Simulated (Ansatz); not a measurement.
We consider zinc-blende CuCl, described by PBE (Ansatz, a first-principles code, plane waves, PAW).

The same calculation (at the measured cell, 19.836 Å³/atom) with different numerical settings:

| run | k mesh | electronic dielectric constant ε∞ | dielectric constant ε0 (ions relaxed) | zone-centre TO phonon frequency (cm⁻¹) |
|---|---|---|---|---|
| 1 | 4×4×4 | 4.442 | 8.898 | 127.4 |
| 2 | 6×6×6 | 4.862 | 8.818 | 133.6 |
| 3 | 8×8×8 | 5.053 | 8.914 | 134.6 |
| 4 | 12×12×12 | 5.201 | 9.025 | 135.0 |
| 5 | 16×16×16 | 5.244 | 9.064 | 135.0 |
| 6 | 20×20×20 | 5.257 | 9.076 | 135.0 |

In the column high-frequency dielectric constant the first row differs from the last by -0.815 and the next to last by -0.013.

The last row is no converged limit: other settings stay fixed.

Note: the run warned that the k mesh is coarse for the response to a field.
